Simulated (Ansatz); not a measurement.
A nudged elastic band was laid between two geometries of AlH3NO (6 atoms, charge 0, multiplicity 2).

These are results of Ansatz 0.2.0, UKS B3LYP-D4/def2-TZVP, not measurements.

| Property | Result |
| --- | --- |
| movable images | 9 |
| climbing image | yes |
| spring | 5.0 eV/Å² |
| optimiser | quadratic models (default) |
| start path | through a guess of the saddle point |
| force threshold | 0.05 eV/Å |
| iteration limit | 60 |
| end points | relaxed |

Image 0:

```xyz
6
Properties=species:S:1:pos:R:3
N -0.920 0.239 -0.772
Al 0.640 0.570 0.006
O 1.172 -0.596 1.138
H -1.484 -0.577 -0.583
H -1.362 0.829 -1.458
H 1.995 -0.529 1.624
```

Image 10:

```xyz
6
Properties=species:S:1:pos:R:3
N -0.992 0.083 -0.714
Al 0.041 -0.714 0.489
O 1.493 0.103 0.878
H -1.875 -0.266 -1.047
H -0.760 0.960 -1.158
H 2.135 -0.229 1.506
```

Problem. What changes between the two ends?

Solution. No bond is made or broken. The height of N1 over the plane of its neighbours goes from 0.00 to 0.00 Å. The two ends are copies of one structure, up to a mirror image or an exchange of like atoms.

Problem. What energy profile does the band end with?

Solution. The forces met the threshold. The highest image is number 4 of 0 to 10, 23.2 kJ/mol above the ends, which have the same energy within 2 meV. A vibrational analysis at the climbing image gives one clearly imaginary mode, 308i cm⁻¹: a first-order saddle point.

```csv
image,path coordinate (Å),energy (kJ/mol),height of N1 over the plane of its neighbours (Å)
0,0.00,0.0,0.00
1,0.29,3.2,-0.03
2,0.58,11.4,-0.11
3,0.88,19.8,-0.19
4,1.17,23.2,-0.23
5,1.36,21.6,-0.21
6,1.56,17.3,-0.17
7,1.75,11.3,-0.11
8,1.95,5.5,-0.05
9,2.15,1.4,-0.01
10,2.34,0.0,0.00
```

Problem. What is the geometry of the highest image?

Solution. 
```xyz
6
Properties=species:S:1:pos:R:3
N -1.027 0.148 -0.658
Al 0.721 -0.025 -0.265
O 1.173 -0.276 1.366
H -1.514 -0.579 -1.165
H -1.404 1.042 -0.946
H 2.093 -0.374 1.622
```

Problem. What are the harmonic wavenumbers there?

Solution. 308i, 230, 343, 378, 612, 636, 694, 852, 1562, 3522, 3603, 3877 cm⁻¹.

Time of the run: 2.3 min on 2 threads of AMD EPYC 9R45 96-Core Processor (Zen 5), with other jobs on the host, peak memory 0.29 GiB.
